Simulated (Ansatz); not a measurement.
## Ansatz (development build ahead of 0.2.0) run

```yaml
crystal:
  periodic: [false, false, false]
  atoms:
    - { symbol: C, position_ang: [0.8377, 0.197, 1.0844] }
    - { symbol: C, position_ang: [-0.205, 0.8894, 1.0409] }
    - { symbol: C, position_ang: [1.252, -0.7496, 0.166] }
    - { symbol: C, position_ang: [-1.1834, 0.8674, 0.0644] }
    - { symbol: C, position_ang: [0.3148, -0.8524, -0.8833] }
    - { symbol: C, position_ang: [-0.8552, -0.0756, -0.9321] }
    - { symbol: H, position_ang: [2.1602, -1.3548, 0.2008] }
    - { symbol: H, position_ang: [-2.0934, 1.4694, 0.0234] }
    - { symbol: H, position_ang: [0.5079, -1.5656, -1.6903] }
    - { symbol: H, position_ang: [-1.5397, -0.2061, -1.7757] }
basis:
  gaussian: { orbitals: def2-SVP }
magnetization:
  spin_polarized: true
  initial_magnetization: 2
hamiltonian:
  xc: hf
correlation:
  method: mp2
  frozen_orbitals: { C: 1, H: 0 }
output:
  forces: true
```

The input is written out in the form of the current development build from the run's settings.

Output:

```json
{
 "Converged": "yes",
 "Reference energy": "-229.19533 hartree",
 "Correlation energy": "-0.68837 hartree",
 "Total energy": "-229.88370 hartree",
 "Spin squared of the determinant": "2.341",
 "Stability test": "minimum"
}
```

Forces (eV/Å):
```
atom      Fx      Fy      Fz
  C1   9.195  -6.037   0.478
  C2  -9.360   5.959  -0.747
  C3  -3.956   1.318  -1.987
  C4   2.917  -3.106  -1.508
  C5   1.189   0.386   1.688
  C6  -0.094   1.335   1.768
  H7  -0.023   0.127   0.155
  H8   0.161   0.015   0.176
  H9  -0.094   0.055  -0.015
 H10   0.066  -0.051  -0.008
```

Caution: another spin multiplicity may lie lower; the unrestricted determinant is spin contaminated; the determinant breaks the point group.
